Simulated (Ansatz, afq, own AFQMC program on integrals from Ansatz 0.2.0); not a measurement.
Two steps: Ansatz 0.2.0 writes the Fock matrix and Cholesky factors of the valence space, and afq projects on them the lowest state that overlaps trial and start.

```yaml
crystal:
  periodic: [false, false, false]
  atoms:
    - {symbol: Pt, position_ang: [0.000000, 0.047569, 1.631167]}
    - {symbol: C, position_ang: [0.000000, -0.206626, -0.275178]}
    - {symbol: O, position_ang: [0.000000, 0.159058, -1.355988]}
basis:
  gaussian: {orbitals: def2-SVP}
total_charge: 1
magnetization: {spin_polarized: true, initial_magnetization: 1}
correlation: {method: ccsd_t, electrons: outside_noble_gas, hamiltonian_folder: ham}
```

```sh
$ ansatz run in.yaml --threads 1 --pin off --events-out ev --progress --plain --max-ram 16896MiB --backend cuda --devices 0, --max-vram 18GiB
```

Options of the walk:

```
--method phaseless --trial hf --walkers 4000 --populations 20 --least-time 40 --time-step 0.005 --steps-per-block 20 --equilibration-blocks 160 --max-blocks 4000 --target-error 0.0013 --factor-cut 1e-05 --start spin_pure --seed 2505 --taylor-order 6
```

Times are imaginary, in 1/Eh. The walk had a cap of 57 s. With eight or more populations the least sampling time is a fifth of least-time, and the error comes from their spread. Core potentials past Kr, no spin–orbit coupling.

Output of the walk:

```
orbitals 54  electrons 10 9  factors 450 of 600
reference energy -230.78954443 Eh
CCSD correlation -0.50000473 Eh in 24 cycles, weight of the determinant in the CISD state 0.8317
energy of the start -230.789641 Eh
 block  time / (1/Eh)  mean weight  energy / Eh
     1     0.100  1.0027  -230.939833
     2     0.200  1.0041  -231.039850
     3     0.300  1.0042  -231.105032
     4     0.400  1.0038  -231.153951
     5     0.500  1.0030  -231.180839
     8     0.800  1.0015  -231.242059
    13     1.300  1.0005  -231.277490
    31     3.100  1.0004  -231.307462
    49     4.900  0.9999  -231.314319
    61     6.100  1.0003  -231.329703
    67     6.700  1.0001  -231.309720
    85     8.500  0.9996  -231.309738
   103    10.300  0.9999  -231.302152
   109    10.900  1.0000  -231.295862
   121    12.100  0.9999  -231.313163
   139    13.900  1.0004  -231.304187
   157    15.700  0.9992  -231.300565
   175    17.500  1.0000  -231.305506
   193    19.300  0.9997  -231.302019
   211    21.100  1.0001  -231.313884
   229    22.900  1.0003  -231.322762
   247    24.700  1.0009  -231.311453
   259    25.900  1.0005  -231.305234
error from the spread of 20 populations
energy -231.311835 +/- 0.002127 Eh
(rows thinned)
```

The run passed its tests (sampling time, drift between the halves within three errors, error under three times the target), which doesn't prove that it has relaxed, ending at its cap on processor time.

Against this walk (error 57.9 meV) on the same determinant: CCSD(T) 86.1 meV higher (within the noise), CCSDT(Q) 22.3 meV higher (within the noise), a separate phaseless walk with a CISD trial and standard settings 59.5 ± 58.6 meV higher (within the noise). The error is statistical and leaves out the bias of the constraint.

Cautions: constraint bias not in the error; error above the target (57.9 against 35.4 meV); no spin-orbit coupling; outer-core shells of the metal frozen; higher spins were not checked.

The walk took 57 s on 1 × NVIDIA H100 80GB HBM3 with 2 threads of AMD EPYC 7R13 Processor (Zen 3), with other jobs on the host (the card was shared). The log's last line is the phaseless energy.

CCSDT and higher add their correlation energy to the determinant of the CCSD(T) run, since their own runs factorise the integrals more tightly (a shift of under 2 meV). A walk keeps the symmetry of its determinant, which the program's search chose and which needn't be the lowest solution, so a lower state of the same spin and another symmetry isn't excluded.
